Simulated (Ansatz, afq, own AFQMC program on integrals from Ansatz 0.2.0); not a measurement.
Two steps: Ansatz 0.2.0 writes the Fock matrix and Cholesky factors of the valence space, and afq projects on them the lowest state that overlaps trial and start.

```yaml
crystal:
  periodic: [false, false, false]
  atoms:
    - {symbol: N, position_ang: [0.000000, 0.000000, 0.522211]}
    - {symbol: N, position_ang: [0.000000, 0.000000, -0.681356]}
    - {symbol: H, position_ang: [0.000000, 0.865113, 1.105769]}
    - {symbol: H, position_ang: [0.000000, -0.865113, 1.105769]}
basis:
  gaussian: {orbitals: cc-pVDZ}
magnetization: {spin_polarized: false}
correlation: {method: ccsd_t, electrons: outside_noble_gas, hamiltonian_folder: ham}
```

```sh
$ ansatz run in.yaml --threads 1 --pin off --events-out ev --progress --plain --max-ram 1382MiB
```

afq runs on the folder ham with

```
--method phaseless --trial cisd --walkers 60 --populations 1 --least-time 40 --time-step 0.005 --steps-per-block 50 --equilibration-blocks 28 --max-blocks 300 --target-error 0.00042 --factor-cut 1e-05 --seed 7948 --release-times 0.24,0.51,0.99,1.62,2.4 --release-step 0.03 --release-every 4 --taylor-order 6
```

Times are imaginary, in 1/Eh. The walk had a cap of 513 s.

Log:

```
orbitals 36  electrons 6 6  factors 283 of 359
reference energy -109.97628510 Eh
CCSD correlation -0.33650523 Eh in 12 cycles, weight of the determinant in the CISD state 0.8822
energy of the start -110.312790 Eh
 block  time / (1/Eh)  mean weight  energy / Eh
     1     0.250  1.0011  -110.308484
     2     0.500  0.9976  -110.319460
     3     0.750  1.0002  -110.315478
     4     1.000  1.0007  -110.323549
     5     1.250  1.0020  -110.318967
     7     1.750  0.9983  -110.326776
     9     2.250  0.9994  -110.315145
    17     4.250  1.0008  -110.326249
    33     8.250  0.9993  -110.328494
    49    12.250  1.0003  -110.325135
    65    16.250  1.0020  -110.330675
    81    20.250  0.9981  -110.318736
    97    24.250  0.9979  -110.319586
   113    28.250  0.9991  -110.332345
   129    32.250  0.9992  -110.323189
   145    36.250  1.0004  -110.315728
   161    40.250  1.0001  -110.312666
   177    44.250  1.0024  -110.330850
   193    48.250  1.0026  -110.324938
   209    52.250  1.0000  -110.334078
   225    56.250  0.9955  -110.343006
   241    60.250  0.9999  -110.312865
   257    64.250  0.9980  -110.318373
   273    68.250  0.9974  -110.323298
   289    72.250  1.0022  -110.315842
   305    76.250  1.0009  -110.321201
   321    80.250  1.0008  -110.319341
blocks merged  error / Eh  count
     1  0.000376  300
     2  0.000440  150
     4  0.000486  75
     8  0.000521  37
    16  0.000558  18
    32  0.000548  9
released: time / (1/Eh)  energy / Eh  error  mean overlap
  0.24  -110.324907  0.000636  0.9993
  0.51  -110.325712  0.000622  0.9976
  0.99  -110.325453  0.000634  0.9841
  1.62  -110.324370  0.000705  1.0140
  2.40  -110.325433  0.001286  1.0060
energy -110.324313 +/- 0.000558 Eh
(rows thinned)
```

The run passed its tests (sampling time, drift between the halves within three errors, error under three times the target), which doesn't prove that it has relaxed.

Against this walk (error 15.2 meV) on the same determinant: CCSD(T) 23.4 meV higher (within the noise), CCSDT(Q) 17.9 meV lower (within the noise). The error is statistical and leaves out the bias of the constraint. Released to 1.62 1/Eh the energy moves by -2 ± 24 meV (both errors), within twice the noise.

Cautions: constraint bias not in the error; error above the target (15.2 against 11.4 meV); higher spins were not checked; restricted determinant unstable towards unrestricted (UHF 45 meV lower, ⟨S²⟩ 0.31); raised T1 diagnostic (T1 0.022, weight of the determinant 0.88, largest double 0.10); the bias of populations of 60 walkers isn't removed.

The walk took 2.3 min on 1 thread of AMD EPYC 9R14 (Zen 4), on a shared host. The log's last line is the phaseless energy.

CCSDT and higher add their correlation energy to the determinant of the CCSD(T) run, since their own runs factorise the integrals more tightly (a shift of under 2 meV). A walk keeps the symmetry of its determinant, which the program's search chose and which needn't be the lowest solution, so a lower state of the same spin and another symmetry isn't excluded.
